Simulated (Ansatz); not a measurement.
A run of Ansatz (development build ahead of 0.2.0) on singlet C₃H₆ at this shape:

```tsv
atom	x (Å)	y (Å)	z (Å)
C	0.8239	-0.0060	-0.0268
C	-0.4704	0.7229	0.0192
C	-0.4099	-0.7766	0.0354
H	1.4235	0.0005	0.8848
H	1.4426	0.0372	-0.9435
H	-0.6852	1.2485	-0.9252
H	-0.7202	1.2861	0.8718
H	-0.6946	-1.2322	0.9147
H	-0.7763	-1.2798	-0.9329
```

Its results:

| Property | Result |
| --- | --- |
| Converged | yes |
| Reference energy | -116.99635 hartree |
| Correlation energy | -0.26974 hartree |
| Total energy | -117.26609 hartree |
| Spin squared of the determinant | 0.000 |

Which input gives this output? Name the method, the orbitals and the basis set, and write the input.

RHF-MP2 in 6-31G. An unrestricted run that stays on the closed shell gives the same numbers.

```yaml
crystal:
  periodic: [false, false, false]
  atoms:
    - { symbol: C, position_ang: [0.82392, -0.00598, -0.02682] }
    - { symbol: C, position_ang: [-0.47045, 0.7229, 0.01916] }
    - { symbol: C, position_ang: [-0.40995, -0.77659, 0.0354] }
    - { symbol: H, position_ang: [1.42351, 0.00049, 0.88479] }
    - { symbol: H, position_ang: [1.4426, 0.03721, -0.94351] }
    - { symbol: H, position_ang: [-0.6852, 1.24847, -0.92518] }
    - { symbol: H, position_ang: [-0.72025, 1.28607, 0.87184] }
    - { symbol: H, position_ang: [-0.69462, -1.23215, 0.91467] }
    - { symbol: H, position_ang: [-0.77635, -1.27978, -0.93291] }
basis:
  gaussian: { orbitals: "6-31G" }
hamiltonian:
  xc: hf
correlation:
  method: mp2
  frozen_orbitals: { C: 1, H: 0 }
```
